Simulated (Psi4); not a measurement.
# HF/3-21G run of C2H3Cl2F (SMILES CC(F)(Cl)Cl)

Aim: the energy change on altering one bond length of C2H3Cl2F at HF/3-21G, from 2 runs. 

The results are computed with Psi4 1.11.

1 further run of the same task is left out (set aside as unsound or not needed).

## 1. Starting point

C2H3Cl2F has 8 atoms, charge 0, and is taken as a singlet. As SMILES, `CC(F)(Cl)Cl`. The coordinates come from a PBE0-D4/def2-TZVP relaxation.

Bond lengths: C1–C2 1.502 Å, C2–F3 1.348 Å, C2–Cl4 1.776 Å, C2–Cl5 1.776 Å, C1–H6 1.091 Å, C1–H7 1.091 Å, C1–H8 1.088 Å. Some angles: C1–C2–F3 110.1°, C1–C2–Cl4 111.1°, C1–C2–Cl5 111.1°, F3–C2–Cl4 107.6°, F3–C2–Cl5 107.6°, Cl4–C2–Cl5 109.3°, C2–C1–H6 108.9°, C2–C1–H7 108.9°, C2–C1–H8 110.1°, H6–C1–H7 109.8°.

## 2. Energy and forces at HF/3-21G

Contents of job.in:

```
memory 1600 mb

molecule molecule1 {
  C
  C 1 r2
  F 2 r3 1 a3
  Cl 2 r4 3 a4 1 d4
  Cl 2 r5 3 a5 1 d5
  H 1 r6 2 a6 3 d6
  H 1 r7 6 a7 2 d7
  H 1 r8 6 a8 7 d8

  r2 = 1.501941
  r3 = 1.348199
  a3 = 110.13502
  r4 = 1.776496
  a4 = 107.59323
  d4 = -121.18366
  r5 = 1.776439
  a5 = 107.59345
  d5 = 121.18253
  r6 = 1.090507
  a6 = 108.85966
  d6 = 59.80096
  r7 = 1.090511
  a7 = 109.75259
  d7 = 119.05489
  r8 = 1.087994
  a8 = 109.60248
  d8 = 120.41117
  symmetry c1
  no_reorient
  no_com
}

set globals {
  puream true
  e_convergence 1e-09
  d_convergence 1e-08
  scf_type pk
}

gradient("hf/3-21G")
```

Started as:

```sh
$ psi4 job.in job.out -n 1
```

job.out, cut to the lines that bear on the results:

```text
[...]
  Running in c1 symmetry.
[...]
  Nuclear repulsion =  300.005223806169909
[...]
  Multiplicity = 1
[...]
  Nalpha       = 29
  Nbeta        = 29
[...]
    Number of basis functions: 59
[...]
   @RHF iter   1: -1090.39144432455373   -2.09377e-01   7.86526e-03 DIIS/ADIIS
[...]
   @RHF iter  11: -1090.52205050304224   -6.13909e-12   6.65367e-09 DIIS
[...]
    Orbital Energies [Eh]
    ---------------------
    Doubly Occupied:
       1A   -104.127221     2A   -104.126975     3A    -26.206574
       4A    -11.418810     5A    -11.214213     6A    -10.524582
       7A    -10.523748     8A     -7.987981     9A     -7.987908
      10A     -7.983156    11A     -7.983112    12A     -7.983005
      13A     -7.982986    14A     -1.659874    15A     -1.227698
      16A     -1.124040    17A     -1.045844    18A     -0.853888
      19A     -0.735873    20A     -0.735805    21A     -0.718589
      22A     -0.625337    23A     -0.595318    24A     -0.580592
      25A     -0.529751    26A     -0.500567    27A     -0.478650
      28A     -0.476351    29A     -0.457641
[...]
  @RHF Final Energy: -1090.52205050304224
   => Energetics <=
    Nuclear Repulsion Energy =            300.0052238061699086
    One-Electron Energy =               -2104.2623694058011097
    Two-Electron Energy =                 713.7350950965890206
    Total Energy =                      -1090.5220505030422373
[...]
 Multipole Moments:
 ------------------------------------------------------------------------------------
     Multipole            Electronic (a.u.)      Nuclear  (a.u.)        Total (a.u.)
 ------------------------------------------------------------------------------------
 L = 1.  Multiply by 2.5417464519 to convert [e a0] to [Debye]
 Dipole X            :         -0.0000527           -0.0000037           -0.0000563
 Dipole Y            :          0.3522746           -0.3077168            0.0445578
 Dipole Z            :          5.8024867           -6.8527583           -1.0502716
 Magnitude           :                                                    1.0512164
[...]
  -Total Gradient:
     Atom            X                  Y                   Z
    ------   -----------------  -----------------  -----------------
       1       -0.000009305783    -0.001570599486     0.008191690058
       2       -0.000016002378     0.010136039997     0.027666265628
       3       -0.000002129454     0.020773300284    -0.006680831791
       4       -0.030329313842    -0.015570330743    -0.012249745709
       5        0.030349826152    -0.015582635192    -0.012261196116
       6       -0.005979336179    -0.002581777046    -0.001509068572
       7        0.005982394154    -0.002576627324    -0.001514448781
       8        0.000003867316     0.006972629508    -0.001642664720
[...]
```

It took 3.3 s on 1 thread of Intel Xeon at 2.70GHz, shared host; peak memory 0.2 GiB.

## 3. The distorted shape

Contents of run.py:

```python
import psi4

psi4.set_memory('1600 MB')
psi4.set_num_threads(1)
psi4.core.set_output_file('psi4.out', False)

geom = psi4.geometry("""
0 1
C
C 1 1.501941
F 2 1.348199 1 110.13502
Cl 2 1.776496 3 107.59323 1 -121.18366
Cl 2 3.9082 3 107.59344 1 121.18253
H 1 1.090507 2 108.85966 3 59.80096
H 1 1.090511 6 109.75259 2 119.05489
H 1 1.087994 6 109.60248 7 120.41117
symmetry c1
no_reorient
no_com
""")

psi4.set_options({
    'basis': '3-21G',
    'puream': True,
    'e_convergence': 1e-09,
    'd_convergence': 1e-08,
    'scf_type': 'pk',
})

E, wfn = psi4.gradient('hf', return_wfn=True)
psi4.oeprop(wfn, 'QUADRUPOLE', 'MULLIKEN_CHARGES', 'DIPOLE', title='HF')
print('gradient / Eh bohr^-1')
print(E.np.round(6))
print(f'energy = {wfn.energy():.10f} Eh')
for k, v in sorted(psi4.core.scalar_variables().items()):
    print(f'{k:45s} {v:18.10f}')
```

Started as:

```sh
$ python run.py
```

psi4.out, cut to the lines that bear on the results:

```text
[...]
  Running in c1 symmetry.
[...]
  Nuclear repulsion =  236.998637454935221
[...]
  Multiplicity = 1
[...]
  Nalpha       = 29
  Nbeta        = 29
[...]
    Number of basis functions: 59
[...]
   @RHF iter   1: -1090.09710028758172   -6.20088e-01   9.64011e-03 DIIS/ADIIS
[...]
   @RHF iter  19: -1090.33506492641141   -2.27374e-13   6.81100e-09 DIIS
[...]
  @RHF Final Energy: -1090.33506492641141
   => Energetics <=
    Nuclear Repulsion Energy =            236.9986374549352206
    One-Electron Energy =               -1977.4464576917280283
    Two-Electron Energy =                 650.1127553103813170
    Total Energy =                      -1090.3350649264114054
[...]
  -Total Gradient:
     Atom            X                  Y                   Z
    ------   -----------------  -----------------  -----------------
       1        0.041771584521    -0.021170608162     0.005723777506
       2       -0.051260150896     0.048658005547     0.017327658143
       3        0.026374151705    -0.027456765280    -0.007062959788
       4        0.009015549415    -0.018001075194    -0.018784427790
       5       -0.022032900957     0.012395209974     0.010341205328
       6       -0.006116068829    -0.002526543071     0.001420443619
       7        0.001858727321     0.000845521305    -0.007938434153
       8        0.000389107747     0.007256254896    -0.001027262868
[...]
 Multipole Moments:
 ------------------------------------------------------------------------------------
     Multipole            Electronic (a.u.)      Nuclear  (a.u.)        Total (a.u.)
 ------------------------------------------------------------------------------------
 L = 1.  Multiply by 2.5417464519 to convert [e a0] to [Debye]
 Dipole X            :          1.8399037            1.6114627            3.4513664
 Dipole Y            :         -0.3922459           -1.2042106           -1.5964565
 Dipole Z            :          5.1006157           -7.5628183           -2.4622026
 Magnitude           :                                                    4.5302367
 L = 2.  Multiply by 1.3450342976 to convert [e a0^2] to [Debye ang]
 Quadrupole XX       :       -740.3231222          696.0376801          -44.2854421
 Quadrupole XY       :        219.2555125         -213.1974995            6.0580130
[...]
```

Standard output:

```text
gradient / Eh bohr^-1
[[ 0.041772 -0.021171  0.005724]
 [-0.05126   0.048658  0.017328]
 [ 0.026374 -0.027457 -0.007063]
 [ 0.009016 -0.018001 -0.018784]
 [-0.022033  0.012395  0.010341]
 [-0.006116 -0.002527  0.00142 ]
 [ 0.001859  0.000846 -0.007938]
 [ 0.000389  0.007256 -0.001027]]
energy = -1090.3350649264 Eh
CURRENT ENERGY                                  -1090.3350649264
CURRENT REFERENCE ENERGY                        -1090.3350649264
DD SOLVATION ENERGY                                 0.0000000000
HF KINETIC ENERGY                                1088.9750468553
HF POTENTIAL ENERGY                             -2179.3101117817
HF TOTAL ENERGY                                 -1090.3350649264
HF VIRIAL RATIO                                     2.0012488974
NUCLEAR REPULSION ENERGY                          236.9986374549
ONE-ELECTRON ENERGY                             -1977.4464576917
PCM POLARIZATION ENERGY                             0.0000000000
PE ENERGY                                           0.0000000000
SCF ITERATION ENERGY                            -1090.3350649264
SCF ITERATIONS                                     19.0000000000
SCF TOTAL ENERGY                                -1090.3350649264
TWO-ELECTRON ENERGY                               650.1127553104
```

Run time: 3.6 s. Hardware: 1 thread of Intel Xeon at 2.70GHz, shared host; peak memory 0.2 GiB.

## 4. Outcome

At HF/3-21G:

| quantity | value |
| --- | --- |
| first shape: total energy | -1090.52205 Eh |
| first shape: dipole moment | 2.67 D |
| first shape: HOMO energy | -12.45 eV |
| first shape: LUMO energy | 3.95 eV |
| first shape: HOMO–LUMO gap | 16.40 eV |
| first shape: largest force on an atom | 1.864 eV/Å |
| distorted shape: total energy | -1090.33506 Eh |
| distorted shape: dipole moment | 11.51 D |
| distorted shape: HOMO energy | -8.37 eV |
| distorted shape: LUMO energy | -3.66 eV |
| distorted shape: HOMO–LUMO gap | 4.71 eV |
| distorted shape: largest force on an atom | 3.742 eV/Å |
| energy change with the C2–Cl5 bond stretched from 1.776 to 3.908 Å | 5.088 eV |

**Reading.** One bond (distorted shape) is far stretched, which a spin-restricted single reference describes badly; a broken-symmetry solution may lie lower. With the C2–Cl5 bond stretched from 1.776 to 3.908 Å the energy rises by 5.09 eV (117 kcal/mol). The first shape isn't relaxed at this level, so the change isn't measured from a minimum. A restricted reference can't describe the breaking bond well at this length. The largest force (first shape) is 1.86 eV/Å: the shape isn't a stationary point for this species at this level. Mulliken charges (distorted shape) run from -0.69 on C1 to +0.35 on C2; they depend strongly on the basis.
